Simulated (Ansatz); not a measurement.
Diamond-structure Si, treated with r²SCAN (Ansatz, a quantum-chemistry and plane-wave program, plane waves, PAW).

A relaxed, unreconstructed slab of the (110) face has 16 atoms, two equal faces of 20.958 Å² each and an energy of -10219.9557 eV. A bulk cell of 4 atoms with the same orientation and in-plane k mesh has -2556.2629 eV. Energies are extrapolated to zero smearing.

Settings: plane-wave cutoff 500 eV, 6×8×1 k mesh (along the axes of the cell as run), gaussian smearing 0.02 eV, scalar-relativistic PAW data made under PBE.

Worked out: γ = (E_slab − N E_bulk per atom)/2A = [-10219.9557 − 16 × (-2556.2629/4)]/(2 × 20.958) = 0.1216 eV/Å². With 16.022 J/m² per eV/Å² this is 1.95 J/m², or 2.55 eV per surface cell and face.
